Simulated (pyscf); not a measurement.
Optimised with ωB97X-D3(BJ)/def2-SVP in PySCF. MP2 and CC: frozen core, UHF for open shells. ΔMP2 is the change of the MP2 total energy from the triple- to the quadruple-zeta basis.

SMILES: O([B])[SiH3]
```xyz
6

B      1.3440     1.1018    -1.6403
O      1.0687     0.3694    -0.6189
Si     0.7066    -0.5972     0.7240
H     -0.7647    -0.5753     0.9031
H      1.1961    -1.9655     0.4317
H      1.4034    -0.0114     1.8938
```

### Question
How much does it cost (ΔH, 298 K, CCSD(T)/def2-TZVPP + ΔMP2(QZVPP)) to split B–O–SiH₃ (SMILES [B]O[SiH3]) [singlet] at its O–Si bond into [B=O]• + SiH₃•?

### Answer
O–Si to [B=O]• + SiH₃•: 77.3 kcal/mol. The radicals are drawn with the spin at the cut bond; how far it spreads was not checked. Other isomers of B–O–SiH₃ [singlet] were not searched in full and may lie lower. The CCSD(T) − MP2 part came from Ansatz, without density fitting, on the same reference.
